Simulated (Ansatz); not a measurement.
# C3H4N2O: the cost of one run

Method: RKS PBE0/def2-SVP, in Ansatz 0.2.0.

## 1. The starting structure

Bond lengths: N1–C2 1.355 Å, C2–N3 1.318 Å, N3–C4 1.443 Å, C4–C5 1.327 Å, C2–O6 1.373 Å, C5–O6 1.335 Å, N1–H7 0.975 Å, N1–H8 0.975 Å, C4–H9 1.133 Å, C5–H10 1.076 Å. Angles: N1–C2–N3 129.4°, N1–C2–O6 115.6°, N3–C2–O6 115.0°, C2–N1–H7 116.9°, C2–N1–H8 112.3°, H7–N1–H8 119.0°, C2–N3–C4 100.6°, N3–C4–C5 110.1°, N3–C4–H9 116.2°, C5–C4–H9 133.5°, C4–C5–O6 109.5°, C4–C5–H10 131.8°, O6–C5–H10 118.7°, C2–O6–C5 104.6°.

Coordinates:

```xyz
10

N    -0.5797   -1.7591   -0.7100
C    -0.3132   -0.5263   -0.2135
N    -0.9596    0.1620    0.7054
C    -0.0863    1.3012    0.8483
C     0.9091    1.2241   -0.0253
O     0.8231    0.0740   -0.6970
H     0.1609   -2.2347   -1.1295
H    -1.2056   -2.2563   -0.1513
H    -0.4119    2.0908    1.5935
H     1.7462    1.8730   -0.2177
```

## 2. Relaxing end A

File input.yaml:

```yaml
crystal:
  periodic: [false, false, false]
  atoms:
    - { symbol: "N", position_ang: [-0.5797, -1.7591, -0.71] }
    - { symbol: C, position_ang: [-0.3132, -0.5263, -0.2135] }
    - { symbol: "N", position_ang: [-0.9596, 0.162, 0.7054] }
    - { symbol: C, position_ang: [-0.0863, 1.3012, 0.8483] }
    - { symbol: C, position_ang: [0.9091, 1.2241, -0.0253] }
    - { symbol: O, position_ang: [0.8231, 0.074, -0.697] }
    - { symbol: H, position_ang: [0.1609, -2.2347, -1.1295] }
    - { symbol: H, position_ang: [-1.2056, -2.2563, -0.1513] }
    - { symbol: H, position_ang: [-0.4119, 2.0908, 1.5935] }
    - { symbol: H, position_ang: [1.7462, 1.873, -0.2177] }
basis:
  gaussian: { orbitals: def2-SVP }
hamiltonian:
  xc: pbe0
relax:
  f_tol: 0.02
  max_steps: 50
output:
  orbitals: {}
```

Run with:

```bash
ansatz run input.yaml --threads 2 --pin off --max-ram 3072MiB --backend cpu --events-out ev --progress --plain --runs-dir out
```

**Question.** How long does this run take on 2 threads of Arm Neoverse V2, shared host, and how much memory does it need?

About 21 s, with a peak of 0.23 GiB.
